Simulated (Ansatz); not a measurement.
**BSiH2+ (singlet): wave-function methods side by side, 6-31G**

How much of the correlation energy of BSiH2+ (singlet) does each wave-function method recover here?

The runs use Ansatz 0.2.0, Gaussian basis; 6-31G, core rule «outside noble gas», up to 6 orbitals frozen.

The runs, in order: UHF; CCSD(T) on RHF; CCSD(T) on UHF; BCCD(T) on RHF; CISD; CCSDT(Q) on RHF; CCSDT(Q) on UHF; CCSDTQ on RHF; CCSDTQ on UHF; CASSCF and MRCISD+Q, 8 electrons in 10 orbitals; CASSCF and NEVPT2, 8 electrons in 10 orbitals; Full CI.

5 further runs of the same task are left out: 5 set aside as unsound or not needed.

## 1. What is computed

The geometry is a PBE0/def2-TZVP stationary point (not a proven minimum) of the parent state, kept for this charge and spin.

4 atoms, charge 1, spin multiplicity 1.

Atoms are counted from 1 here; the program's logs count them from 0.

Bond lengths: Si1–B2 1.954 Å, Si1–H3 1.501 Å, Si1–H4 1.501 Å. Angles: B2–Si1–H3 102.8°, B2–Si1–H4 102.8°, H3–Si1–H4 107.0°.

## 2. UHF

Contents of in.yaml:

```yaml
crystal:
  periodic: [false, false, false]
  atoms:
    - {symbol: Si, position_ang: [-0.085001, 0.000000, 0.494288]}
    - {symbol: B, position_ang: [0.088473, -0.000001, -1.451856]}
    - {symbol: H, position_ang: [0.709774, -1.206838, 0.899706]}
    - {symbol: H, position_ang: [0.709775, 1.206839, 0.899704]}
basis:
  gaussian: {orbitals: 6-31G}
total_charge: 1
magnetization: {spin_polarized: true, initial_magnetization: 0}
hamiltonian: {xc: hf}
output: {orbitals: {seedname: orbitals}}
```

On the command line:

```sh
ansatz run in.yaml --threads 1 --pin off --events-out ev --progress --plain --max-ram 4096MiB --backend cpu
```

After this run come: CCSD(T) on RHF; CCSD(T) on UHF; BCCD(T) on RHF; CISD; CCSDT(Q) on RHF; CCSDT(Q) on UHF; CCSDTQ on RHF; CCSDTQ on UHF; CASSCF and MRCISD+Q, 8 electrons in 10 orbitals; CASSCF and NEVPT2, 8 electrons in 10 orbitals; Full CI.

Before running them: what should the planned runs give, taken together? Wanted: FCI below the RHF energy; RMP2 from FCI; UMP2 from FCI; RCCSD from FCI; RCCSD(T) from FCI; UCCSD(T) from FCI; RCCSDT(Q) from FCI; UCCSDT(Q) from FCI; NEVPT2 valence from FCI.

**Answer**, as computed:

| quantity | value |
| --- | --- |
| FCI below the RHF energy | -4.0962 eV |
| RMP2 from FCI | +1502.7 meV |
| UMP2 from FCI | +1038.2 meV |
| RCCSD from FCI | +187.3 meV |
| RCCSD(T) from FCI | +41.1 meV |
| UCCSD(T) from FCI | +62.8 meV |
| RCCSDT(Q) from FCI | +0.4 meV |
| UCCSDT(Q) from FCI | +1.4 meV |
| NEVPT2 valence from FCI | +150.2 meV |
| MRCISD+Q valence from FCI | +6.0 meV |
| levels within 1 kcal/mol (43 meV) | RCCSD(T), RCCSDT, UCCSDT, RCCSDT(Q), UCCSDT(Q), RCCSDTQ, UCCSDTQ, MRCISD valence, MRCISD+Q valence |
| T1 diagnostic | 0.045 |
| effectively unpaired electrons | 0.65 |

RCCSD(T) lands +41.1 meV from the yardstick (1.0 % of the correlation energy). CCSD(T) misses by +41.1 meV on the restricted determinant and by +62.8 meV on the unrestricted one; the two need not hold the same state or core. The occupations show some static correlation. Of the multireference levels listed MRCISD+Q valence comes nearest in total energy (+6.0 meV), which doesn't show that its space is the better one. These misses are within one basis, not against nature.
